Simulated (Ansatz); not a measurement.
Input for Ansatz (development build ahead of 0.2.0):

```yaml
crystal:
  periodic: [false, false, false]
  atoms:
    - { symbol: C, position_ang: [-0.0059, -0.00664, -0.59968] }
    - { symbol: C, position_ang: [0.00806, 0.00046, 0.59837] }
    - { symbol: H, position_ang: [-0.00745, 0.00416, -1.68446] }
    - { symbol: H, position_ang: [0.00647, 0.00373, 1.67259] }
basis:
  gaussian: { orbitals: STO-3G }
hamiltonian:
  xc: hf
correlation:
  method: mp2
  frozen_orbitals: { C: 1, H: 0 }
```

The input is written out in the form of the current development build from the run's settings.

The run gave:

```
Converged                       : yes
Reference energy                : -75.85337 hartree
Correlation energy              : -0.14960 hartree
Total energy                    : -76.00297 hartree
Spin squared of the determinant : 0.000
```
